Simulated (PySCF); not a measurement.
Protonation sites of 1,2-dimethoxyethane

Parent: 1,2-dimethoxyethane, `COCCOC` (C4H10O2). Non-hydrogen atoms are numbered in `[CH3:1][O:2][CH2:3][CH2:4][O:5][CH3:6]`.

Computed at PBE0-D3(BJ)/def2-TZVP // PBE0-D3(BJ)/def2-SVP with PySCF (density fitting, grid level 2). Zero-point and thermal terms (298.15 K, 1 bar) come from unscaled GFN2-xTB harmonic frequencies, with soft modes damped to free rotors in the entropy. These were taken at the GFN2-xTB minima.

```jsonl
{"site": "O2 (ether oxygen)", "product": "COCC[OH+]C", "PA / kcal/mol": "204.9", "GB / kcal/mol": "196.6"}
```

PA is −ΔH and GB is −ΔG of B + H⁺ → BH⁺ in the gas phase. Sites whose products fell apart, merged with another or lost in a GFN2-xTB screen aren't listed.

In cyclohexane the product from O2 is solvated 26.4 kcal/mol more strongly than the parent (electrostatics only).

Measured values (NIST Chemistry WebBook, evaluated or the median of agreeing entries): proton affinity (−ΔH) 858 kJ/mol (computed 857, difference -1); gas-phase basicity (−ΔG) 820 kJ/mol (computed 823, difference 2).

Structures, frequencies and single points took 2.7 min of wall time on 1 thread of Arm Neoverse V1 (shared host), launched as `OMP_NUM_THREADS=1 python redox_run.py task.json out`.

Differences come from unrounded values, so a last digit can differ from that of the printed terms.
